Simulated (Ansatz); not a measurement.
Input for Ansatz (development build ahead of 0.2.0):

```yaml
crystal:
  periodic: [false, false, false]
  atoms:
    - { symbol: C, position_ang: [0.0, 0.0, 0.0] }
    - { symbol: H, position_ang: [0.945, 0.945, 0.945] }
    - { symbol: H, position_ang: [-0.945, -0.945, 0.945] }
    - { symbol: H, position_ang: [-0.945, 0.945, -0.945] }
    - { symbol: H, position_ang: [0.945, -0.945, -0.945] }
basis:
  gaussian: { orbitals: pcseg-2 }
magnetization:
  spin_polarized: true
hamiltonian:
  xc: pbe
```

The input is written out in the form of the current development build from the run's settings.

The run gave:

```json
{
 "Converged": "yes",
 "Total energy": "-40.17136 hartree",
 "Spin squared of the determinant": "0.000",
 "Stability test": "minimum"
}
```
